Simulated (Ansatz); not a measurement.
**Relaxing a trial structure of H5Si3**

The starting geometry of this gas-phase doublet was optimised with GFN2-xTB.

```yaml
atoms:
  - { symbol: Si, position_ang: [-0.3535, -0.3573, 0.7992] }
  - { symbol: Si, position_ang: [0.4490, 0.6347, -1.1232] }
  - { symbol: Si, position_ang: [-1.9200, -1.9151, 0.2681] }
  - { symbol: H, position_ang: [1.1861, 1.8849, -0.9760] }
  - { symbol: H, position_ang: [0.8510, -0.8190, 1.5446] }
  - { symbol: H, position_ang: [-0.6783, 0.9130, -2.0194] }
  - { symbol: H, position_ang: [1.3109, -0.2968, -1.8522] }
  - { symbol: H, position_ang: [-0.7595, 0.7680, 1.6889] }
```

Q: Where would you expect an optimisation with PBE0-D3(BJ)/def2-SVP to take it?

A: A new bond forms, giving a structure with H6 bridging Si2 and Si3, given below by its coordinates. Distances that change by over a tenth: Si2–H6 (1.47 → 1.63 Å). Contacts that close: Si3–H6 (3.84 → 1.77 Å).

The energy falls by 0.51 eV over 21 steps:

| step | E − E(last) (eV) |
| --- | --- |
| 1 | 0.513 |
| 3 | 0.331 |
| 5 | 0.324 |
| 8 | 0.319 |
| 10 | 0.308 |
| 12 | 0.268 |
| 14 | 0.180 |
| 17 | 0.028 |
| 19 | 0.000 |
| 21 | 0.000 |

Final geometry (Å):

```xyz
8

Si   -0.1685   -0.2488    1.0531
Si    0.5239    0.5371   -0.9797
Si   -1.8052   -0.8218   -0.5697
H     0.4281    1.9857   -1.3204
H     0.7286   -1.2989    1.6193
H    -0.7818   -0.0214   -1.7712
H     1.6011   -0.1519   -1.7468
H    -0.4405    0.8324    2.0455
```

Frequencies at the end are all real (lowest 234 cm⁻¹). Open shells are spin-unrestricted. Run with Ansatz 0.2.0, 2.9 min on 1 thread of Intel(R) Xeon(R) Platinum 8259CL CPU @ 2.50GHz (Skylake/Cascade Lake) (shared host).
